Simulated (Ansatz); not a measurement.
**LiRe2: from a trial structure to a relaxed crystal**

Level of theory: Ansatz 0.2.0, DFT PBE, scalar-relativistic, plane waves, PAW. Cutoff 420 eV, Γ-centred k mesh, Gaussian smearing, no spin polarisation in the final step.

The start puts LiRe2 on the sites of a reported Li2Pt cell (P6/mmm, No. 191), with Li in place of Pt, Re in place of Li, at a guessed volume.

```xyz
3
Lattice="4.2171 0.0000 0.0000 -2.1086 3.6521 0.0000 0.0000 0.0000 2.6808" Properties=species:S:1:pos:R:3 pbc="T T T"
Li    0.0000    0.0000    0.0000
Re    0.0000    2.4348    1.3404
Re    2.1086    1.2174    1.3404
```

Cell and atoms relax at zero pressure; the relaxation can't lower the symmetry of the start. After a coarse first stage the cell is made exact in the group found at 0.06 Å.

Formation energies are uncorrected and refer to the elements' standard structures at the same level.

Describe the relaxed structure.

It keeps P6/mmm (No. 191). Conventional cell: a = 4.551 Å, c = 2.482 Å. Li has 2 Li at 2.48 Å and 12 Re at 2.91 Å; Re is coordinated by 5 Re at 2.48–2.63 Å and 6 Li at 2.91 Å.

```
Li Re
1.0
     4.55092    0.00000    0.00000
    -2.27546    3.94121    0.00000
     0.00000    0.00000    2.48233
Li Re
1 2
Direct
  0.00000 0.00000 0.00000
  0.33333 0.66667 0.50000
  0.66667 0.33333 0.50000
```

What are its volume, energy, density and gap?

The volume per atom is 14.84 Å³. The density is 14.15 g/cm³ and the energy over the elements is 0.46 eV/atom. The gap on the 12×12×18 mesh is 0 eV (a metal).

The final run used a 12×12×18 mesh on its 3-atom cell and 0.10 eV smearing. The k mesh leaves about 4 meV/atom of noise in metals. Spin–orbit coupling is left out. A structure relaxed within its symmetry needn't be a true minimum. The steps took roughly 50 core-seconds in all.

Cost: 3 runs of about 0.89 core-minutes in all, on Intel Xeon 6975P-C (Granite Rapids) (shared hosts).